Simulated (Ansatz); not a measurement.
Process, species as SMILES: C=C=O → C(=O)=[CH] + H atom
B3LYP-D3(BJ)/def2-TZVP geometries, fixed; electronic energies without zero-point terms.
Largest species:
```xyz
5

C      0.0091     0.0017    -1.2056
C     -0.0008    -0.0001     0.1027
H      0.0282     0.9401    -1.7377
H     -0.0018    -0.9351    -1.7406
O     -0.0096    -0.0018     1.2620
```
Charge 0, spin multiplicity 1.

Basis-set convergence of the bond dissociation energy at PBE0 with Ansatz (a first-principles code). Cartesian d functions, on some or all atoms, in 6-31+G*; all else is spherical. The program fits the integrals of some runs and decomposes those of others, by size. Open shells are unrestricted. No added dispersion term, no relativity. Functions are those of the species that has most. Reference: the value in aug-pcseg-3, 109.53 kcal/mol, itself unsure by roughly 0.02 kcal/mol (its mean distance from aug-cc-pVQZ, cc-pV5Z, def2-QZVPPD). Deviations are taken from unrounded values.

```csv
basis,functions,bond dissociation energy (kcal/mol),minus reference (kcal/mol)
pcseg-0,31,110.70,1.17
pcseg-1,52,109.74,0.21
6-31+G*,61,109.65,0.12
6-311+G**,78,109.66,0.12
def2-SVPD,79,109.81,0.28
"6-311++G(2d,2p)",101,109.63,0.09
pcseg-2,118,109.70,0.17
def2-TZVPD,132,109.30,-0.24
def2-TZVPPD,148,109.51,-0.02
"6-311++G(3df,3pd)",153,109.51,-0.02
pcseg-3,246,109.55,0.02
def2-QZVPPD,258,109.48,-0.05
```

The smallest set listed that lies within 0.5 kcal/mol of the reference with all its larger relatives (same family, alike in diffuse functions; a set with none counts only in the reference's own line) is pcseg-1 (52 functions, 0.21 kcal/mol off).
